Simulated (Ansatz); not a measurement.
Input for Ansatz (a program for electronic structure): R-CCSD(T)/aug-cc-pVTZ on CH3F (SMILES CF).

Ansatz 0.2 input:
```yaml
crystal:
  periodic: [false, false, false]
  atoms:
    - {symbol: C, position_ang: [-0.63207400, 0.00000100, -0.00000000]}
    - {symbol: F, position_ang: [0.74911700, 0.00000200, -0.00000200]}
    - {symbol: H, position_ang: [-0.98318200, -0.33848900, 0.97262500]}
    - {symbol: H, position_ang: [-0.98322200, 1.01155300, -0.19317200]}
    - {symbol: H, position_ang: [-0.98320300, -0.67308400, -0.77943700]}
basis:
  gaussian:
    orbitals: aug-cc-pVTZ
magnetization: {spin_polarized: false}
correlation: {method: ccsd_t, electrons: outside_noble_gas}
scf: {lower_state_search: off}
```

### Question
Predict the final total energy.

### Answer
-139.5712 hartree (reference determinant -139.0975, T1 diagnostic 0.010).

### Question
How many basis functions does it have, and what does it roughly cost on one machine?

### Answer
161 functions; around 19 core-seconds (rough).
